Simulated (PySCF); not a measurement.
**Question.** What does the PBE0-D3(BJ)/def2-TZVP structure of `CSSC` (C2H6S2) look like in three dimensions?

**Answer.** 
```
atom  x, y, z in Å
C1     1.8552   -0.0568   -0.2647
S2     0.9041    0.2625    1.2352
S3    -0.7317    1.2482    0.5565
C4    -1.8599   -0.0839    0.0961
H5     2.7758   -0.5480    0.0580
H6     2.1010    0.8771   -0.7683
H7     1.3175   -0.7219   -0.9402
H8    -1.4958   -0.6307   -0.7733
H9    -2.0066   -0.7620    0.9359
H10   -2.8097    0.3931   -0.1553
```

Any rigid rotation of these coordinates is as good. Atoms count from 1 in this order. S2 (disulfide sulfur) is bent (angle 103.5°).

Bonds between heavy atoms (Å): C1–S2 1.805, S2–S3 2.027, S3–C4 1.805.

Computed with PBE0-D3(BJ)/def2-TZVP geometry optimisation, gas phase in PySCF 2.14.0.

Point group: near C2, missed by 0.09 Å at most; the miss may be what the optimiser left on a soft mode. Whether it is a minimum is left open (no frequencies). One conformer, not necessarily the lowest (C1–S2–S3–C4 86°).

Time: 56 s wall, 2.3 min CPU; peak memory 0.77 GiB. Hardware: 2 threads, AMD EPYC (x86_64), shared host. These figures are those of the optimisation.
